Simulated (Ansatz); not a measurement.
Process, species as SMILES: FC(F)(F)F + 4 [H][H] (H2) → C (CH4) + 4 F (HF)
B3LYP-D3(BJ)/def2-TZVP geometries, fixed; electronic energies without zero-point terms.
Largest species:
```xyz
5

C      0.0000     0.0000     0.0000
F      0.7629     0.7657     0.7682
F     -0.7843    -0.7493     0.7628
F     -0.7467     0.7653    -0.7843
F      0.7680    -0.7817    -0.7466
```
Charge 0, spin multiplicity 1.

Basis-set convergence of the energy of full hydrogenation at HF with Ansatz (an electronic-structure program). Cartesian d functions, on some or all atoms, in 6-31G*, 6-31G**, 6-31+G*; all else is spherical. No added dispersion term, no relativity. Functions are those of the species that has most. Reference: the value in aug-cc-pVQZ, -66.00 kcal/mol, itself unsure by roughly 0.14 kcal/mol (its mean distance from def2-QZVPPD, pcseg-3, def2-QZVPP). Deviations are taken from unrounded values.

```
basis        functions  energy of full hydrogenation (kcal/mol)  minus reference (kcal/mol)
-----------  ---------  ---------------------------------------  --------------------------
cc-pVDZ             70                                   -60.54                        5.46
6-31G*              75                                   -35.63                       30.38
6-31G**             75                                   -49.12                       16.89
6-311G**            90                                   -64.42                        1.58
6-31+G*             95                                   -57.93                        8.07
def2-SVPD          112                                   -75.37                       -9.36
pcseg-2            150                                   -66.05                       -0.04
def2-TZVP          155                                   -60.76                        5.24
def2-TZVPD         197                                   -63.70                        2.31
def2-TZVPPD        197                                   -67.13                       -1.13
aug-cc-pVTZ        230                                   -65.97                        0.03
cc-pVQZ            275                                   -64.76                        1.24
pcseg-3            300                                   -66.03                       -0.02
```

The smallest set listed that lies within 4 kcal/mol of the reference with all its larger relatives (same family, alike in diffuse functions; a set with none counts only in the reference's own line) is pcseg-2 (150 functions, -0.04 kcal/mol off). Inside, with no larger relative to test it: 6-311G**, cc-pVQZ. (Relatives not listed, tested too: def2-QZVPPD -0.27, aug-cc-pVQZ 0.00 kcal/mol.)
